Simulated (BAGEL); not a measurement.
# RI-MP2/cc-pVDZ (density fitting with qzvpp-jkfit) run of C2HFO2 (SMILES O=C1OC1F)

What is the energy change on altering one bond length of C2HFO2 at RI-MP2/cc-pVDZ (density fitting with qzvpp-jkfit)? 

The results are computed with BAGEL 1.2.2.

## Step 1: The system as given

The species is C2HFO2 (6 atoms), meant as a singlet with charge 0. SMILES: `O=C1OC1F`. Geometry: relaxed at PBE0-D4/def2-TZVP.

Bond lengths: O1–C2 1.178 Å, C2–O3 1.338 Å, C2–C4 1.443 Å, O3–C4 1.463 Å, C4–F5 1.331 Å, C4–H6 1.086 Å. Angles: O1–C2–O3 138.9°, O1–C2–C4 157.7°, O3–C2–C4 63.4°, C2–O3–C4 61.8°, C2–C4–O3 54.8°, C2–C4–F5 120.5°, O3–C4–F5 114.3°, C2–C4–H6 125.4°, O3–C4–H6 114.7°, F5–C4–H6 112.2°.

## Step 2: The energy at RI-MP2/cc-pVDZ (density fitting with qzvpp-jkfit)

File calc.json:

```json
{ "bagel": [

{
  "title": "molecule",
  "basis": "cc-pvdz.json",
  "df_basis": "qzvpp-jkfit",
  "angstrom": "true",
  "geometry": [
    { "atom": "O", "xyz": [      -0.635200,      -1.919200,       0.071700 ] },
    { "atom": "C", "xyz": [      -0.117100,      -0.862400,       0.028300 ] },
    { "atom": "O", "xyz": [       1.094400,      -0.341000,      -0.198800 ] },
    { "atom": "C", "xyz": [      -0.014300,       0.576300,       0.067400 ] },
    { "atom": "F", "xyz": [      -0.384000,       1.307800,      -0.981200 ] },
    { "atom": "H", "xyz": [       0.098400,       1.174500,       0.966500 ] }
  ]
},

{ "title": "hf" },

{ "title": "mp2", "ncore": 5 }

]}
```

The basis set cc-pVDZ is read from a file made from the Basis Set Exchange's data (not shown).

Launch:

```console
$ BAGEL_NUM_THREADS=1 BAGEL calc.json > calc.out
```

Output:

```text
* using 1 threads per process

  ===============================================================
  ===============================================================

  *** Geometry ***

  { "atom" : "O", "xyz" : [     -1.200354,     -3.626762,      0.135493 ] },
  { "atom" : "C", "xyz" : [     -0.221287,     -1.629700,      0.053479 ] },
  { "atom" : "O", "xyz" : [      2.068116,     -0.644397,     -0.375678 ] },
  { "atom" : "C", "xyz" : [     -0.027023,      1.089049,      0.127368 ] },
  { "atom" : "F", "xyz" : [     -0.725655,      2.471384,     -1.854199 ] },
  { "atom" : "H", "xyz" : [      0.185949,      2.219483,      1.826420 ] },

  Number of auxiliary basis functions:      399

  Since a DF basis is specified, we compute 2- and 3-index integrals:
    o Being stored without compression. Storage requirement is 0.018 GB

  Number of basis functions:       75
  Number of electrons      :       38

    * METHOD: MOLECULE                             0.12

  *** RHF ***

  === Nuclear Repulsion ===
   166.0514333335

      * DIIS with orbital gradients will be used.

  === RHF iteration (cc-pvdz.json) ===
      0       -325.16957896          0.02091874           0.03
      1       -325.30279373          0.01736514           0.03
      2       -325.43427821          0.00174781           0.03
      3       -325.43653321          0.00073488           0.03
      4       -325.43693007          0.00027149           0.03
      5       -325.43702829          0.00013862           0.03
      6       -325.43705681          0.00006203           0.03
      7       -325.43706326          0.00001659           0.03
      8       -325.43706352          0.00000564           0.03
      9       -325.43706355          0.00000200           0.03
     10       -325.43706356          0.00000116           0.03
     11       -325.43706356          0.00000040           0.03
     12       -325.43706356          0.00000023           0.03
     13       -325.43706356          0.00000011           0.03
     14       -325.43706356          0.00000005           0.03
     15       -325.43706356          0.00000002           0.03
     16       -325.43706356          0.00000001           0.03
    * SCF iteration converged.

    * Permanent dipole moment:
           (    0.026898,    -0.942111,    -0.634122) a.u.

    * METHOD: HF                                   0.60

  *** RHF ***

  === Nuclear Repulsion ===
   166.0514333335

      * DIIS with orbital gradients will be used.

  === RHF iteration (cc-pvdz.json) ===
      0       -325.43706356          0.00000001           0.03
    * SCF iteration converged.

    * Permanent dipole moment:
           (    0.026899,    -0.942111,    -0.634123) a.u.

  === DF-MP2 calculation ===

    * freezing 5 orbitals
    * 3-index integral transformation done
    * assembly done

      MP2 correlation energy:   -0.8056811987      0.02

      MP2 total energy:       -326.2427447566

    * METHOD: MP2                                  0.09

  ===============================================================
```

Run time: 0.97 s. Hardware: 1 thread of Arm Neoverse V2, shared host; peak memory 0.088 GiB.

## Step 3: The distorted shape at the same level

File input.json:

```json
{ "bagel": [

{
  "title": "molecule",
  "basis": "cc-pvdz.json",
  "df_basis": "qzvpp-jkfit",
  "angstrom": "true",
  "geometry": [
    { "atom": "O", "xyz": [   -0.450342,   -2.284966,    0.596023 ] },
    { "atom": "C", "xyz": [    0.067758,   -1.228166,    0.552623 ] },
    { "atom": "O", "xyz": [    1.279258,   -0.706766,    0.325523 ] },
    { "atom": "C", "xyz": [    0.170558,    0.210534,    0.591723 ] },
    { "atom": "F", "xyz": [   -0.384000,    1.307800,   -0.981200 ] },
    { "atom": "H", "xyz": [    0.283258,    0.808734,    1.490823 ] }
  ]
},
{ "title": "hf", "charge": 0 },
{ "title": "mp2", "charge": 0, "ncore": 5 }

]}
```

The basis set cc-pVDZ is read from a file made from the Basis Set Exchange's data (not shown).

Launch:

```console
$ BAGEL_NUM_THREADS=1 BAGEL input.json > input.out
```

Output:

```text
* using 1 threads per process

  ===============================================================
  ===============================================================

  *** Geometry ***

  { "atom" : "O", "xyz" : [     -0.851023,     -4.317960,      1.126320 ] },
  { "atom" : "C", "xyz" : [      0.128044,     -2.320897,      1.044306 ] },
  { "atom" : "O", "xyz" : [      2.417447,     -1.335594,      0.615149 ] },
  { "atom" : "C", "xyz" : [      0.322308,      0.397852,      1.118194 ] },
  { "atom" : "F", "xyz" : [     -0.725655,      2.471384,     -1.854199 ] },
  { "atom" : "H", "xyz" : [      0.535280,      1.528286,      2.817247 ] },

  Number of auxiliary basis functions:      399

  Since a DF basis is specified, we compute 2- and 3-index integrals:
    o Being stored without compression. Storage requirement is 0.018 GB

  Number of basis functions:       75
  Number of electrons      :       38

    * METHOD: MOLECULE                             0.12

  *** RHF ***

  === Nuclear Repulsion ===
   151.3546515297

      * DIIS with orbital gradients will be used.

  === RHF iteration (cc-pvdz.json) ===
      0       -324.89295556          0.02487040           0.03
      1       -324.92499181          0.02715353           0.03
      2       -325.29353916          0.00271939           0.03
      3       -325.29836432          0.00149473           0.03
      4       -325.30021446          0.00048982           0.03
      5       -325.30057210          0.00025133           0.03
      6       -325.30066832          0.00012005           0.03
      7       -325.30069264          0.00005056           0.03
      8       -325.30069490          0.00002581           0.03
      9       -325.30069553          0.00000987           0.03
     10       -325.30069563          0.00000521           0.03
     11       -325.30069567          0.00000324           0.03
     12       -325.30069568          0.00000188           0.03
     13       -325.30069569          0.00000092           0.03
     14       -325.30069569          0.00000063           0.03
     15       -325.30069569          0.00000032           0.03
     16       -325.30069569          0.00000016           0.03
     17       -325.30069569          0.00000008           0.03
     18       -325.30069569          0.00000006           0.03
     19       -325.30069569          0.00000003           0.03
     20       -325.30069569          0.00000001           0.03
     21       -325.30069569          0.00000001           0.03
    * SCF iteration converged.

    * Permanent dipole moment:
           (   -0.376859,    -0.081079,    -1.465953) a.u.

    * METHOD: HF                                   0.75

  *** RHF ***

  === Nuclear Repulsion ===
   151.3546515297

      * DIIS with orbital gradients will be used.

  === RHF iteration (cc-pvdz.json) ===
      0       -325.30069569          0.00000001           0.03
    * SCF iteration converged.

    * Permanent dipole moment:
           (   -0.376859,    -0.081079,    -1.465952) a.u.

  === DF-MP2 calculation ===

    * freezing 5 orbitals
    * 3-index integral transformation done
    * assembly done

      MP2 correlation energy:   -0.8381085998      0.02

      MP2 total energy:       -326.1388042900

    * METHOD: MP2                                  0.09

  ===============================================================
```

Run time: 1.1 s. Hardware: 1 thread of Arm Neoverse V2, shared host; peak memory 0.088 GiB.

## Step 4: Outcome

At RI-MP2/cc-pVDZ (density fitting with qzvpp-jkfit), 5 core orbitals frozen:

| quantity | value |
| --- | --- |
| first shape: total energy | -326.24274 Eh |
| first shape: correlation energy (5 core orbitals frozen) | -805.7 mEh |
| distorted shape: total energy | -326.13880 Eh |
| distorted shape: correlation energy (5 core orbitals frozen) | -838.1 mEh |
| energy change with the C4–F5 bond stretched from 1.331 to 1.996 Å | 2.828 eV |

What this shows: One bond (distorted shape) is far stretched, which a spin-restricted single reference describes badly; perturbation theory on it can break down and give far too much correlation. With the C4–F5 bond stretched from 1.331 to 1.996 Å the energy rises by 2.83 eV (273 kJ/mol). The first shape isn't relaxed at this level, so the change isn't measured from a minimum. A restricted reference can't describe the breaking bond well at this length.
